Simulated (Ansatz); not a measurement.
**C₅H₅F: a ladder of functionals and wavefunction methods**

Aim: compute C₅H₅F with functionals from several rungs and with coupled cluster. The yardstick is the atomisation energy at the CCSD(T) limit.

Program: Ansatz 0.2.0, Gaussian basis. Level of theory: functionals in def2-TZVPP, the program's frozen cores in correlated methods. These are calculated values, not measurements.

Levels to be run: PBE-D4, r2SCAN-D4, PBE0-D4, B3LYP-D4, ωB97X-V, ωB97M-V, B2PLYP; CCSD(T)/def2-TZVPP; MP2/def2-QZVPP; extrapolation to the limit.

## Step 1: The geometry

An earlier PBE0-D4 in a triple-zeta def2 set relaxation fixed the geometry.

SMILES `FC1=CC=CC1`, 11 atoms, charge 0, spin multiplicity 1.

Atoms are counted from 1 here; the program's logs count them from 0.

Bond lengths: F1–C2 1.328 Å, C2–C3 1.336 Å, C2–C6 1.487 Å, C3–C4 1.462 Å, C3–H7 1.080 Å, C4–C5 1.342 Å, C4–H8 1.082 Å, C5–C6 1.496 Å, C5–H9 1.080 Å, C6–H10 1.096 Å, C6–H11 1.096 Å. Angles: F1–C2–C3 127.2°, F1–C2–C6 120.9°, C3–C2–C6 111.9°, C2–C3–C4 106.8°, C2–C3–H7 126.7°, C4–C3–H7 126.5°, C3–C4–C5 110.3°, C3–C4–H8 123.8°, C5–C4–H8 125.9°, C4–C5–C6 109.1°, C4–C5–H9 127.0°, C6–C5–H9 123.9°, C2–C6–C5 101.8°, C2–C6–H10 111.5°, C2–C6–H11 111.5°, C5–C6–H10 112.7°, C5–C6–H11 112.7°, H10–C6–H11 106.7°.

## Step 2: PBE-D4 (GGA)

File in.yaml:

```yaml
crystal:
  periodic: [false, false, false]
  atoms:
    - {symbol: F, position_ang: [2.044296, 0.298043, -1.326869]}
    - {symbol: C, position_ang: [0.994440, 0.047158, -0.552437]}
    - {symbol: C, position_ang: [0.894490, -0.893117, 0.392002]}
    - {symbol: C, position_ang: [-0.445401, -0.775651, 0.964854]}
    - {symbol: C, position_ang: [-1.122967, 0.216717, 0.367221]}
    - {symbol: C, position_ang: [-0.253297, 0.845952, -0.674694]}
    - {symbol: H, position_ang: [1.655797, -1.603739, 0.678621]}
    - {symbol: H, position_ang: [-0.818729, -1.409888, 1.758247]}
    - {symbol: H, position_ang: [-2.133202, 0.534048, 0.581215]}
    - {symbol: H, position_ang: [-0.069541, 1.910260, -0.485557]}
    - {symbol: H, position_ang: [-0.680286, 0.773216, -1.682005]}
basis:
  gaussian: {orbitals: def2-TZVPP}
hamiltonian: {xc: pbe, dispersion: d4}
output: {forces: true, orbitals: {seedname: orbitals}}
```

Started as:

```console
$ ansatz run in.yaml --threads 4 --pin off --events-out ev --progress --plain --max-ram 10444MiB
```

After this run come: r2SCAN-D4 (meta-GGA); PBE0-D4 (hybrid); B3LYP-D4 (hybrid); ωB97X-V (range-separated); ωB97M-V (range-separated); B2PLYP (double hybrid); CCSD(T) in def2-TZVPP; MP2 in def2-QZVPP.

Q: Predict the results of all the runs planned. Wanted: atomisation energy, CCSD(T)/CBS; farthest; mean size of error, hybrid; mean size of error, range-separated; gap, smallest and largest; T1 diagnostic; triples share of the correlation energy.

**Answer**, as computed:

| quantity | value |
| --- | --- |
| atomisation energy, CCSD(T)/CBS | 4959.2 kJ/mol |
| functionals within 24.8 kJ/mol (0.5 %) | B3LYP-D4, ωB97X-V |
| farthest | PBE-D4 (+205.8 kJ/mol) |
| mean size of error, hybrid | 52.4 kJ/mol |
| mean size of error, range-separated | 23.5 kJ/mol |
| gap, smallest and largest | 3.74 eV (PBE-D4), 10.21 eV (ωB97X-V) |
| T1 diagnostic | 0.0117 |
| triples share of the correlation energy | 4.4 % |

PBE-D4 is off by +205.8 kJ/mol. Double hybrids carry the basis error of their MP2 part in triple zeta, and no dispersion term here, so their miss is partly the set-up's. Misses under about 24.8 kJ/mol are within the doubt on the reference itself, which lacks core-valence correlation, relativity and higher excitations. Hartree-Fock recovers 73 % of the binding; the rest is correlation. The gap grows from 3.7 to 10.2 eV across the functionals, mostly with the share of exact exchange. The restricted reference is unstable towards a spin-broken one.
